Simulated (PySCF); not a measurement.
PySCF input:

```python
from pyscf import gto, scf, dft

mol = gto.M(
    atom='''
    C    -0.01960273    0.53041536    0.01007793
    O     0.02915470   -0.78887498   -0.01498868
    H    -1.06290528    1.00482270    0.02799415
    H     0.48134512    1.04526317    0.90330047
    H     0.46593892    1.07842182   -0.87185278
    ''',
    basis='def2-tzvpd',
    charge=-1,
    spin=0,
    verbose=4,
)

mf = dft.RKS(mol, xc='pw6b95').density_fit(auxbasis='def2-universal-jkfit')
mf.grids.level = 3
mf.conv_tol = 1e-9
mf.max_cycle = 100
mf.max_memory = 1500
mf.kernel()
if not mf.converged:
    mf = mf.newton()
    mf.kernel(mf.make_rdm1())
mf.analyze()
```

Question: Which total energy does the run end on?

Answer: -115.28123 Eh (PW6B95/def2-TZVPD).

It need not be the lowest isomer of its formula. Whether it binds its extra electron was not tested at this geometry.
